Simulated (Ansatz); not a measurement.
A calculation with Ansatz (development build ahead of 0.2.0).

```yaml
crystal:
  periodic: [false, false, false]
  atoms:
    - { symbol: C, position_ang: [0.0, 0.0, 0.0] }
    - { symbol: F, position_ang: [0.69884, 0.69884, 0.69884] }
    - { symbol: F, position_ang: [0.69884, -0.69884, -0.69884] }
    - { symbol: F, position_ang: [-0.69884, 0.69884, -0.69884] }
    - { symbol: F, position_ang: [-0.69884, -0.69884, 0.69884] }
basis:
  gaussian: { orbitals: "6-31G" }
hamiltonian:
  xc: hf
```

The input is written out in the form of the current development build from the run's settings.

Results

```
Converged                       : yes
Total energy                    : -435.38574 hartree
Spin squared of the determinant : 0.000
```

Caution: no unrestricted run beside it, a lower state can exist.
